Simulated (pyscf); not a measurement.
Thermochemistry of product channels of HAs=AsH + silane (SiH₄) on the singlet surface, in eV, from ωB97M-D3(BJ)/def2-TZVP energies (ideal gas, 1 atm, RRHO with modes under 100 cm⁻¹ raised to 100, one conformer, R ln 2 for chiral ones without a mode under 150 cm⁻¹). PySCF, gas phase, ωB97X-D3(BJ)/def2-SVP geometries.

```tsv
products	ΔE	ΔH(298 K)	ΔG(900 K)	ΔG(1200 K)
H₃Si–As=AsH + hydrogen (H₂)	+0.02	-0.02	0.00	-0.04
H₃Si–AsH–AsH₂	-1.11	-1.05	+0.04	+0.37
```

The channel to H₃Si–AsH–AsH₂ turns unfavourable between 298 and 1200 K (ΔG from -0.67 eV to +0.37 eV).

These are energies of the channels, which say nothing of barriers. H₃Si–As=AsH lies 0.49 eV over its isomer cyclic H₄As₂Si (SMILES [SiH2]1[AsH][AsH]1) (electronic energy, ωB97M-D3(BJ)/def2-TZVP). Elements up to Kr have no core potential and no relativistic terms here.
